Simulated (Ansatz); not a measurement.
**Band gap of HgS (P3₂21, No. 154) at several levels of theory**

No measured value is used here.

| level (code) | value (eV) | cell (Å³/atom) |
|---|---|---|
| LDA+SOC (Ansatz) | 1.26 (indirect) | 23.55 |
| PBE+SOC (Ansatz) | [?] | 23.55 |
| PBEsol+SOC (Ansatz) | 1.32 (indirect) | 23.55 |
| RPBE (Ansatz) | 1.48 | 23.55 |
| PBE-D3(BJ) (Ansatz) | 1.26 | 23.76 |
| PBE-D4 (Ansatz) | 1.27 | 23.81 |
| B3LYP (VWN-RPA form) (Ansatz) | 2.59 | 23.55 |
| HSE06+SOC (Ansatz) | [?] | 23.55 |
| PBE0 (Ansatz) | [?] | 23.55 |
| Hartree–Fock (Ansatz) | 8.40 | 23.55 |

What belongs in the gaps?


- PBE+SOC (Ansatz, an electronic-structure program), value (eV): 1.39 (indirect)
- HSE06+SOC (Ansatz), value (eV): 2.24 (indirect)
- PBE0 (Ansatz), value (eV): 2.92

Computed values are for a static lattice. Spin–orbit coupling is included only where a level's name says +SOC; with heavier elements it mostly lowers gaps and can invert bands.  PBE-D3(BJ), PBE-D4: the gap is read on the k mesh or supercell of the run alone and can be too large. Values are at the measured cell; PBE-D3(BJ) at the level's own equilibrium cell; PBE-D4 at the level's own equilibrium cell. Cutoffs and k meshes differ between the levels. Ansatz's density-functional and Hartree–Fock values are scalar-relativistic unless marked +SOC, with PAW data made under PBE.
